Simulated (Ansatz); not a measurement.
For wurtzite ZnS (high-temperature phase), LDA in Ansatz (PAW) gives:

```
Item                                   Value
------------------------------  ------------
equilibrium lattice constant a       3.738 Å
c axis length                        6.142 Å
bulk modulus B0                     86.0 GPa
cohesive energy                 3.71 eV/atom
band gap at the measured cell        1.96 eV
elastic constant C11                 137 GPa
elastic constant C44                30.5 GPa
Voigt–Reuss–Hill shear modulus      36.7 GPa
```

### Question
What does r²SCAN (Ansatz, a first-principles code, PAW) give for the same quantities?

### Answer

- lattice constant a: 3.806 Å (grows by 1.8 %)
- lattice parameter c: 6.245 Å (increases by 1.7 %)
- bulk modulus: 78.2 GPa (drops by 9.1 %)
- cohesive energy: 3.19 eV/atom (shrinks by 0.52 eV/atom)
- band gap at the measured cell: 2.78 eV (goes up by 0.82 eV)
- elastic constant C11: 128 GPa (falls by 6.6 %)
- elastic constant C44: 29.6 GPa (decreases by 3.0 %)
- Voigt–Reuss–Hill shear modulus: 35.2 GPa (shrinks by 4.1 %)

For comparison: lattice constant a 3.823 Å (measured, temperature not stated, no zero-point or thermal correction, sources range from 3.811 to 3.823; as tabulated in Kisi, Elcombe, Acta Cryst. C 45, 1867 (1989), by the Crystallography Open …); lattice parameter c 6.261 Å (measured, temperature not stated, no zero-point or thermal correction, sources range from 6.234 to 6.261; as tabulated in Kisi, Elcombe, Acta Cryst. C 45, 1867 (1989), by the Crystallography Open …); bulk modulus 80 GPa (measured, room temperature, not corrected to a static lattice, sources range from 76.0 to 80.0; as tabulated in Isothermal phase behavior of Ag3SbS3, ZnGeP2, and ZnS (abstract)); band gap 3.91 eV (measured, temperature not stated, no zero-point or thermal correction; as tabulated in Aras and Kılıç (2014), arXiv:1312.4272); elastic constant C11 131 GPa (measured, temperature not stated, no zero-point or thermal correction; as tabulated in Grünwald et al. (2012), arXiv:1201.2992); elastic constant C44 28.6 GPa (measured, temperature not stated, no zero-point or thermal correction; as tabulated in Grünwald et al. (2012), arXiv:1201.2992).

Changes are worked out from the printed values.

Unless a cell is named, each level is at its own relaxed cell (LDA 18.58, r²SCAN 19.59 Å³/atom).

Density-functional gaps are differences of (generalised) Kohn–Sham levels.

Ansatz's density-functional and Hartree–Fock values are scalar-relativistic unless marked +SOC, with PAW data made under PBE.
